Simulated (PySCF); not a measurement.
Species: methyl formate, C2H4O2, charge 0, multiplicity 1. SMILES: O=COC
Coordinates optimised at B3LYP-D3(BJ)/def2-TZVP (Ansatz):
```
O
C 1 1.3374
O 2 1.1990 1 125.87
H 2 1.0980 3 125.01 1 -180.00
C 1 1.4400 2 115.72 4 180.00
H 5 1.0858 1 105.58 2 -180.00
H 5 1.0891 6 110.74 1 119.38
H 5 1.0891 6 110.74 7 121.24
```
Charge 0, spin multiplicity 1.

Dispersion corrections to the total energy (kcal/mol) from the dftd3 and dftd4 libraries through PySCF: D3(BJ) without and D4 with the three-body term, each with the damping fitted for the functional named.

```csv
functional,D3(BJ),D4
TPSS,-3.15,-3.27
BP86,-3.73,[?]
B2PLYP,-1.89,[?]
r2SCAN,-0.67,-0.59
revPBE,-6.93,-9.18
HF,-22.76,[?]
PBE0,-2.12,-1.98
```

Q: Complete the blanks.

A: 
- BP86, D4: -3.04
- B2PLYP, D4: -1.67
- HF, D4: -9.97
